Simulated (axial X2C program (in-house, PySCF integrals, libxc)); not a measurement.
**HAlH⁺: properties at the nuclei**

Calculated with an in-house all-electron X2C program for linear molecules (integrals from PySCF): two-component X2C with atomic mean-field Coulomb and Gaunt terms, Gaussian nuclei, basis H dyall-v3z, Al dyall-v3z with contracted cores.

H–Al–H held linear, with bonds 1.554 and 1.554 Å (near the PBE0 minimum at charge 1 of the determinant lowest at the starting distance; the state shown can have its own minimum elsewhere, held linear; other orders of the atoms were not compared).

Input and command:
```json
{"zs": [1, 13, 1], "q": 1, "bas": ["dyall-v3z", "dyall-v3z", "dyall-v3z"], "r0": [1.58, 1.58], "symm": 1, "scan": ["PBE0", "HF", "r2SCAN"], "levels": ["PBE0", "HF", "LDA"], "nst": 2}
```
```bash
python solin.py task.json out
```

Keys: zs atomic numbers; q charge; bas basis sets; r0 starting distance in Å; symm equal bonds; scan levels of the two-bond scan; levels methods; nst determinants followed.

Determinant lowest in the PBE0 search, Ω = 0 (closed shell), highest spinor 59% H s, 38% Al p:

```json
{"level": "PBE0", "qzz H (a.u.)": "0.11", "qzz Al (a.u.)": "-2.16"}
{"level": "HF", "qzz H (a.u.)": "0.11", "qzz Al (a.u.)": "-2.21"}
{"level": "LDA", "qzz H (a.u.)": "0.10", "qzz Al (a.u.)": "-2.14"}
```

qzz is the electric field gradient, eQq0 = 234.96 MHz × Q/barn × qzz. The operators were transformed with the bare-nucleus X2C matrices; with these basis sets, hyperfine constants and field gradients can be off by tens of per cent, and where levels differ in sign neither size nor sign is settled.

Question: With Q(27Al) = 0.1466 barn (Q from Pyykkö, Mol. Phys. 2018), turn the PBE0 values of the first state into constants in MHz.

Answer: eQq0(27Al) = 234.96 × (0.1466) × (-2.16) = -74.4 MHz.

The molecule was held linear; bending was not examined, so a bent shape may lie lower.

Each state is one determinant with collinear spin. The search compared states at one distance, so a state with another bond length can lie lower.
